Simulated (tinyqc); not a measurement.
Inside a calculation. Method: Pariser-Parr-Pople SCF with singles CI, for the molecule [CH2-]C=C(N)N (SMILES; centres numbered as the heavy atoms are written). Computed by tinyqc, a small Python program that keeps every step. Settings: charge = -1, gamma = Ohno, start = huckel, damping = 0.3, iteration cap = 74, excitations kept = 4. Command: `OMP_NUM_THREADS=1 python tinyqc.py 31297 31298 out.jsonl` (the two numbers bound the seeds that draw the settings). One thread of a shared host (Intel(R) Xeon(R) Processor @ 2.60GHz), about 0.01 s of CPU time with the checks. Later iterations appear only in the table of the cycle.

## PPP integrals

Centres (angstrom, eV; a flat drawing with bonds scaled to 1.40 angstrom):
```
centre,x,y,core charge z,W,gamma_rr
1C,-1.940000,0.000000,1,11.160000,11.130000
2C,-0.727000,0.700000,1,11.160000,11.130000
3C,0.485000,0.000000,1,11.160000,11.130000
4N,1.697000,0.700000,2,25.600000,16.800000
5N,0.485000,-1.400000,2,25.600000,16.800000
```

Resonance integrals (eV):
```
i,j,beta
1,2,-2.390000
2,3,-2.390000
3,4,-2.240000
3,5,-2.240000
```

Ohno: gamma = 14.399645/sqrt(R^2 + a^2), a = 2 x 14.399645/(gamma_rr + gamma_ss); H_rr = -W_r - sum_(s != r) z_s gamma_rs; H_rs = beta for bonds.

repulsion gamma_rs (eV), lower triangle:
```
,1C,2C,3C,4N,5N
1C,11.130000
2C,7.552439,11.130000
3C,5.239019,7.554960,11.130000
4N,3.745416,5.466427,8.283102,16.800000
5N,4.825731,5.465180,8.281656,5.599288,16.800000
```

core matrix H (eV), lower triangle:
```
,1C,2C,3C,4N,5N
1C,-41.093753
2C,-2.390000,-48.130614
3C,0.000000,-2.390000,-57.083495
4N,0.000000,0.000000,-2.240000,-54.293521
5N,0.000000,0.000000,-2.240000,0.000000,-55.371141
```

## Starting guess

pi electrons, sum of z_r less the charge = 8

Orbitals of the Hueckel matrix of the beta values.

P at the start, lower triangle:
```
,1C,2C,3C,4N,5N
1C,1.829978
2C,0.304592,1.454327
3C,-0.375652,0.672976,1.170022
4N,0.196526,-0.352075,0.434213,1.772837
5N,0.196526,-0.352075,0.434213,-0.227163,1.772837
```

## Iteration 1: Fock matrix

F_rr = H_rr + P_rr gamma_rr / 2 + sum_(s != r) P_ss gamma_rs; F_rs = H_rs - P_rs gamma_rs / 2; E = tr P (H + F) / 2 + core repulsion sum_(r<s) z_r z_s gamma_rs.

F (eV), lower triangle:
```
,1C,2C,3C,4N,5N
1C,1.398801
2C,-3.540206,2.002936
3C,0.984023,-4.932154,-0.631043
4N,-0.368037,0.962297,-4.038314,-4.979661
5N,-0.474192,0.962077,-4.038000,0.635977,-4.083836
```

pi energy = -107.533864 eV

## Iteration 1: orbitals and new P

Diagonalise F (the basis is taken as orthonormal) and form P = 2 sum c c over the lowest orbitals; 0.3 of the old P is kept.

orbital energies (eV): -8.668814  -5.166760  -2.731843  1.145730  9.128886

P after iteration 1, lower triangle:
```
,1C,2C,3C,4N,5N
1C,1.731944
2C,0.448348,1.249207
3C,-0.422127,0.710799,1.309873
4N,0.183593,-0.310603,0.307946,1.860283
5N,0.193306,-0.326578,0.321794,-0.145295,1.848693
```

## Iteration 2: Fock matrix

As before.

F (eV), lower triangle:
```
,1C,2C,3C,4N,5N
1C,0.730355
2C,-4.083061,2.070205
3C,1.105766,-5.075028,-0.563502
4N,-0.343816,0.848945,-3.515376,-4.150416
5N,-0.466422,0.892404,-3.572493,0.406774,-3.392906
```

pi energy = -108.364442 eV

## Iteration 2: orbitals and new P

As before.

orbital energies (eV): -7.821262  -4.217460  -3.193893  0.660503  9.265849

P after iteration 2, lower triangle:
```
,1C,2C,3C,4N,5N
1C,1.684084
2C,0.517895,1.150606
3C,-0.438927,0.721643,1.378845
4N,0.171068,-0.282011,0.246195,1.900957
5N,0.185557,-0.305648,0.265698,-0.106418,1.885509
```

## Iteration 3: Fock matrix

As before.

F (eV), lower triangle:
```
,1C,2C,3C,4N,5N
1C,0.410682
2C,-4.345686,2.104652
3C,1.149774,-5.115991,-0.533541
4N,-0.320360,0.770796,-3.259627,-3.749567
5N,-0.447724,0.835210,-3.340211,0.297931,-3.054544
```

pi energy = -108.717935 eV

## Iteration 3: orbitals and new P

As before.

orbital energies (eV): -7.451051  -3.812864  -3.342864  0.483953  9.300509

P after iteration 3, lower triangle:
```
,1C,2C,3C,4N,5N
1C,1.660815
2C,0.551695,1.102515
3C,-0.444805,0.724247,1.412490
4N,0.161749,-0.263670,0.215334,1.920394
5N,0.178633,-0.291092,0.237248,-0.087483,1.903787
```

## Convergence

Stop when output and input P, before any damping, agree to 1e-7.

Course of the cycle:
```
iteration,E (eV),largest |P(out) - P(in)|
1,-107.53386427,2.93e-01
2,-108.36444233,1.41e-01
3,-108.71793550,6.87e-02
4,-108.85146830,3.44e-02
5,-108.89931756,1.77e-02
6,-108.91599431,9.26e-03
7,-108.92171073,4.93e-03
8,-108.92364880,2.65e-03
9,-108.92430082,1.44e-03
10,-108.92451894,7.84e-04
11,-108.92459159,4.29e-04
...,...,...
17,-108.92462761,1.38e-05
18,-108.92462764,8.07e-06
19,-108.92462765,4.74e-06
20,-108.92462766,2.78e-06
21,-108.92462766,1.63e-06
22,-108.92462766,9.59e-07
23,-108.92462766,5.64e-07
24,-108.92462766,3.32e-07
25,-108.92462766,1.95e-07
26,-108.92462766,1.15e-07
27,-108.92462766,6.78e-08
```

Converged in 27 iterations.

## Converged orbitals

Charges are z - P_rr.

orbital energies (eV): -7.120617  -3.714987  -3.153486  0.368720  9.275975

coefficients:
```
,MO1,MO2,MO3,MO4,MO5
1C,0.184720,-0.593333,-0.239523,0.612207,-0.426223
2C,0.397474,-0.529565,-0.188985,-0.227803,0.688451
3C,0.665739,0.017380,0.066388,-0.524477,-0.526313
4N,0.454130,0.599008,-0.527202,0.356983,0.171976
5N,0.398057,0.091672,0.790294,0.413274,0.194388
```

pi charges: 1C -0.636668, 2C -0.052069, 3C -0.445989, 4N 0.059152, 5N 0.075574

## Singles CI, singlets

Over the 4 single excitations with the smallest orbital gaps: A = (e_a - e_i) delta + 2 (ia|jb) - (ij|ab), with (pq|rs) = sum c_mp c_mq gamma_mn c_nr c_ns. f = 2/3 w |mu|^2 in atomic units, mu = sqrt2 sum c_ia sum_m c_mi c_ma R_m.

singlet CI matrix (eV), lower triangle:
```
,4>5,3>5,2>5,1>5
4>5,4.310117
3>5,-0.079686,6.771537
2>5,0.087596,-0.037649,7.078723
1>5,0.004622,-0.036026,0.240150,9.775342
```

singlet excitation energies (eV): 4.304849  6.768872  7.064894  9.797103

oscillator strengths: 0.624153  0.240042  0.039295  0.029590

## Singles CI, triplets

Over the 4 single excitations with the smallest orbital gaps: A = (e_a - e_i) delta - (ij|ab), with (pq|rs) = sum c_mp c_mq gamma_mn c_nr c_ns.

triplet CI matrix (eV), lower triangle:
```
,4>5,3>5,2>5,1>5
4>5,1.512786
3>5,0.007460,5.804761
2>5,0.053826,-0.458927,5.541707
1>5,0.751330,0.085991,0.681518,8.750765
```

triplet excitation energies (eV): 1.435551  5.097171  6.112881  8.964417
